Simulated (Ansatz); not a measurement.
We consider rock-salt MgS, described by LDA in Ansatz (PAW).

Numerical settings: plane-wave cutoff 520 eV, 12×12×12 k mesh, perturbation theory, force constants from a 4×4×4 q mesh, scalar-relativistic PAW data made under PBE.

Computed at the level's own relaxed cell. Harmonic vibrational thermodynamics at fixed volume:

```csv
T (K),S_vib (J/K per mol of atoms),C_V (J/K per mol of atoms),F_vib (eV/atom)
100,5.40,11.22,0.0413
400,(withheld),(withheld),(withheld)
500,(withheld),(withheld),(withheld)
600,(withheld),(withheld),(withheld)
700,(withheld),(withheld),(withheld)
900,(withheld),(withheld),(withheld)
1000,(withheld),(withheld),(withheld)
```

Some entries are withheld; supply them.


- 400, S_vib (J/K per mol of atoms): 31.60
- 400, C_V (J/K per mol of atoms): 23.46
- 400, F_vib (eV/atom): -0.0213
- 500, S_vib (J/K per mol of atoms): 36.90
- 500, C_V (J/K per mol of atoms): 23.98
- 500, F_vib (eV/atom): -0.0569
- 600, S_vib (J/K per mol of atoms): 41.30
- 600, C_V (J/K per mol of atoms): 24.27
- 600, F_vib (eV/atom): -0.0974
- 700, S_vib (J/K per mol of atoms): 45.05
- 700, C_V (J/K per mol of atoms): 24.44
- 700, F_vib (eV/atom): -0.1422
- 900, S_vib (J/K per mol of atoms): 51.22
- 900, C_V (J/K per mol of atoms): 24.64
- 900, F_vib (eV/atom): -0.2423
- 1000, S_vib (J/K per mol of atoms): 53.82
- 1000, C_V (J/K per mol of atoms): 24.70
- 1000, F_vib (eV/atom): -0.2967

The crystal is taken as a harmonic solid at every temperature: melting, phase changes and thermal expansion are not seen.

At Γ the run gives TO 252 cm⁻¹ and LO 404 cm⁻¹.

Measured, for comparison: zone-centre TO phonon frequency 240 cm⁻¹ (temperature not stated, not corrected to a static lattice; as tabulated in Chmeruk and Núñez-Valdez (2023), arXiv:2212.11645). Computed (rounded) less measured: zone-centre TO phonon frequency +5 %.

Ansatz is an electronic-structure program.
